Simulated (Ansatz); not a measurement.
# One shape, several levels: AlSiH5 (AlH2(SiH3))

Wanted: a comparison of 6 runs (UHF/STO-3G, PBE/STO-3G, UPBE0/STO-3G, wB97X/STO-3G, CCSDT/STO-3G, FCI/STO-3G) of AlSiH5 (AlH2(SiH3)). 

The calculation is run with Ansatz 0.2.0.

58 further runs of the same task are left out: 2 that didn't finish, 56 set aside as unsound or not needed.

### Step 1. The structure to begin with

AlSiH5: 7 atoms, total charge 0, spin state singlet. SMILES: `[H][Al]([H])[SiH3]`. The Si4–Al1 distance was set to 3.631 Å, away from the relaxed value. At this shape a bond of the SMILES string is far longer than usual.

Bond lengths: Al1–H2 1.567 Å, Al1–H3 1.566 Å, Si4–H5 1.482 Å, Si4–H6 1.482 Å, Si4–H7 1.482 Å. Angles: H2–Al1–H3 107.9°, H5–Si4–H6 104.0°, H5–Si4–H7 103.8°, H6–Si4–H7 103.8°.

### Step 2. A single-point energy at UHF/STO-3G (run 1)

Input file in.yaml:

```yaml
crystal:
  periodic: [false, false, false]
  atoms:
    - {symbol: Al, position_ang: [1.290739, 2.251417, 0.014165]}
    - {symbol: H, position_ang: [2.848109, 2.414717, 0.066775]}
    - {symbol: H, position_ang: [0.656079, 3.682907, -0.006275]}
    - {symbol: Si, position_ang: [-0.517390, -0.897790, -0.016750]}
    - {symbol: H, position_ang: [-1.851430, -0.836410, 0.625620]}
    - {symbol: H, position_ang: [0.177610, -1.992690, 0.701130]}
    - {symbol: H, position_ang: [-0.795620, -1.472990, -1.353750]}
basis:
  gaussian: {orbitals: STO-3G}
magnetization: {spin_polarized: true, initial_magnetization: 0}
hamiltonian: {xc: hf}
accuracy: high
```

Launch:

```
$ ansatz run in.yaml --threads 1 --pin off --max-ram 2610MiB --events-out events.jsonl --progress --plain --runs-dir runs
```

The program printed:

```text
Warning: RAYON_NUM_THREADS=1 ignored (pool sized by the plan → 1); use --threads N
Functional definition: HF
  name "HF"
  exchange = exact_x
  correlation = 0
380 factors; integrals over basis functions are off by at most 9.0e-9 eV
mean field evaluation 1: about -14346.8247 eV, gradient 1.0e1 eV
mean field evaluation 2: about -14346.8227 eV, gradient 1.0e1 eV
mean field evaluation 4: about -14348.4761 eV, gradient 1.1e0 eV
mean field evaluation 8: about -14348.4951 eV, gradient 2.9e-2 eV
mean field evaluation 16: about -14348.4924 eV, gradient 2.7e-6 eV
mean field evaluation 32: about -14350.0578 eV, gradient 2.8e-8 eV
mean field -14350.05778113 eV, -527.3548966381 hartree, gradient 2.8e-8 eV, S^2 0.887297; 2 other end points of the search recorded, 0 dependent functions left out
reference -14350.05778113 eV, -527.3548966381 hartree; 16, 16 occupied and 7, 7 virtual orbitals, 380 factors
Total energy: -14350.05778113 eV, -527.3548966381 hartree
```

Run time: 0.28 s. Hardware: 1 thread of Arm Neoverse V1, shared host.

### Step 3. A single-point energy at PBE/STO-3G (run 2)

Input file job.yaml:

```yaml
crystal:
  periodic: [false, false, false]
  atoms:
    - {symbol: Al, position_ang: [1.290739, 2.251417, 0.014165]}
    - {symbol: H, position_ang: [2.848109, 2.414717, 0.066775]}
    - {symbol: H, position_ang: [0.656079, 3.682907, -0.006275]}
    - {symbol: Si, position_ang: [-0.517390, -0.897790, -0.016750]}
    - {symbol: H, position_ang: [-1.851430, -0.836410, 0.625620]}
    - {symbol: H, position_ang: [0.177610, -1.992690, 0.701130]}
    - {symbol: H, position_ang: [-0.795620, -1.472990, -1.353750]}
basis:
  gaussian:
    orbitals: STO-3G
hamiltonian:
  xc: pbe
accuracy: high
```

Launch:

```
$ ansatz run job.yaml --threads 1 --pin off --max-ram 2610MiB --events-out events.jsonl --progress --plain --runs-dir runs
```

The program printed:

```text
Warning: RAYON_NUM_THREADS=1 ignored (pool sized by the plan → 1); use --threads N
Functional definition: PBE
  name "PBE"
  parameter kappa = 0.804
  parameter beta = 0.06672455060314922
  exchange = pbe_x(kappa = kappa, mu = beta*pi^2/3)
  correlation = pbe_c(beta = beta)
380 factors; integrals over basis functions are off by at most 9.0e-9 eV
mean field evaluation 1: about -14367.0446 eV, gradient 2.8e1 eV
mean field evaluation 2: about -14358.7588 eV, gradient 3.4e1 eV
mean field evaluation 4: about -14371.4201 eV, gradient 2.1e0 eV
mean field evaluation 8: about -14371.3640 eV, gradient 7.1e-2 eV
mean field evaluation 16: about -14371.3641 eV, gradient 1.2e-8 eV
mean field -14371.36407557 eV, -528.1378885167 hartree, gradient 1.2e-8 eV, S^2 0.000000; 0 other end points of the search recorded, 0 dependent functions left out
reference -14371.36407796 eV, -528.1378886046 hartree; 16, 16 occupied and 7, 7 virtual orbitals, 380 factors
Total energy: -14371.36407796 eV, -528.1378886046 hartree
```

Wall time 1.6 s (1 thread of Arm Neoverse V1, shared host); peak memory 0.1 GiB.

Runs 3 to 4 aren't shown in full; the table further down has their settings and results.

### Step 4. A single-point energy at CCSDT/STO-3G (run 5)

Input file run.yaml:

```yaml
basis:
  gaussian:
    orbitals: STO-3G
crystal:
  periodic: [false, false, false]
  atoms:
    - {symbol: Al, position_ang: [1.290739, 2.251417, 0.014165]}
    - {symbol: H, position_ang: [2.848109, 2.414717, 0.066775]}
    - {symbol: H, position_ang: [0.656079, 3.682907, -0.006275]}
    - {symbol: Si, position_ang: [-0.517390, -0.897790, -0.016750]}
    - {symbol: H, position_ang: [-1.851430, -0.836410, 0.625620]}
    - {symbol: H, position_ang: [0.177610, -1.992690, 0.701130]}
    - {symbol: H, position_ang: [-0.795620, -1.472990, -1.353750]}
correlation:
  method: ccsdt
  frozen_orbitals: {Al: 5, H: 0, Si: 5}
accuracy: high
scf:
  omitted_lower_state_checks: [cluster_reference, increment]
```

Launch:

```
$ ansatz run run.yaml --threads 1 --pin off --max-ram 2610MiB --events-out events.jsonl --progress --plain --runs-dir runs
```

The program printed:

```text
Warning: RAYON_NUM_THREADS=1 ignored (pool sized by the plan → 1); use --threads N
[... 12 lines left out ...]
10 core orbitals not correlated: weight in the atoms' cores, before any rotation towards them, 1.000 or more for the frozen orbitals, at most 0.000 for the correlated occupied ones
[... 30 lines left out ...]
WARN: these amplitudes may be one of several solutions (largest doubles amplitude 0.50, level shift 2.70 eV)
Total energy: -14352.93328845 eV, -527.4605695831 hartree
Checks for a lower state left out: cluster_reference, increment
```

Run time: 0.38 s. Hardware: 1 thread of Arm Neoverse V1, shared host.

### Step 5. The energy at FCI/STO-3G (run 6)

Input file in.yaml:

```yaml
crystal:
  periodic: [false, false, false]
  atoms:
    - symbol: Al
      position_ang: [1.290739, 2.251417, 0.014165]
    - symbol: H
      position_ang: [2.848109, 2.414717, 0.066775]
    - symbol: H
      position_ang: [0.656079, 3.682907, -0.006275]
    - symbol: Si
      position_ang: [-0.517390, -0.897790, -0.016750]
    - symbol: H
      position_ang: [-1.851430, -0.836410, 0.625620]
    - symbol: H
      position_ang: [0.177610, -1.992690, 0.701130]
    - symbol: H
      position_ang: [-0.795620, -1.472990, -1.353750]
basis:
  gaussian: {orbitals: STO-3G}
accuracy: high
correlation: {method: fci, frozen_orbitals: {Al: 5, H: 0, Si: 5}}
total_charge: 0
```

Launch:

```
$ ansatz run in.yaml --threads 1 --pin off --max-ram 2610MiB --events-out events.jsonl --progress --plain --runs-dir runs
```

The program printed, cut to the lines that bear on the results:

```text
Warning: RAYON_NUM_THREADS=1 ignored (pool sized by the plan → 1); use --threads N
[... 2 set-up lines as earlier in the session ...]
[...]
380 factors; integrals over basis functions are off by at most 9.0e-9 eV
[...]
mean field -14348.49239047 eV, -527.2973695924 hartree, gradient 1.9e-8 eV, S^2 0.000000; 1 other end points of the search recorded, 0 dependent functions left out; unrestricted orbitals would lower it
unrestricted determinant -14350.05778113 eV, -527.3548966381 hartree, S^2 0.8873
10 core orbitals not correlated: weight in the atoms' cores, before any rotation towards them, 1.000 or more for the frozen orbitals, at most 0.000 for the correlated occupied ones
reference -14348.49239047 eV, -527.2973695924 hartree; 6, 6 occupied and 7, 7 virtual orbitals, 380 factors
state -14352.94512159 eV, -527.4610044428 hartree
Total energy: -14352.94512159 eV, -527.4610044428 hartree
```

It took 14 s on 1 thread of Arm Neoverse V1, shared host; peak memory 0.28 GiB.

### Step 6. The series

```tsv
run	level	frozen core orbitals	energy (Eh)	wall time
1	UHF/STO-3G	–	-527.354897	0.28 s
2	PBE/STO-3G	–	-528.137889	1.6 s
3	UPBE0/STO-3G	–	-528.214769	6.3 s
4	wB97X/STO-3G	–	-528.411927	6.3 s
5	CCSDT/STO-3G	10	-527.460570	0.38 s
6	FCI/STO-3G	10	-527.461004	14 s
```

### Step 7. What came out

| quantity | value |
| --- | --- |
| run 6: total energy | -527.46100 Eh |
| run 6: correlation energy (10 core orbitals frozen) | -163.6 mEh |

In words: Against full CI in this basis: UHF +106.1 mEh; CCSDT +0.4 mEh. Totals of different functionals can't be ranked against each other. In run 5 the log says that unrestricted orbitals would lower the reference, so the values rest on an unstable closed-shell determinant (other closed-shell runs at this shape may share the fault). In runs 1, 2, 3, 4, 5, 6 the basis is minimal, so the values are rough. Spin contamination of the reference: run 1 ⟨S²⟩ = 0.89, run 3 ⟨S²⟩ = 0.51. Where it is this large, the reference is a mixture of spin states, and values that rest on it are in doubt. All runs together took 29 s, the longest 14 s.
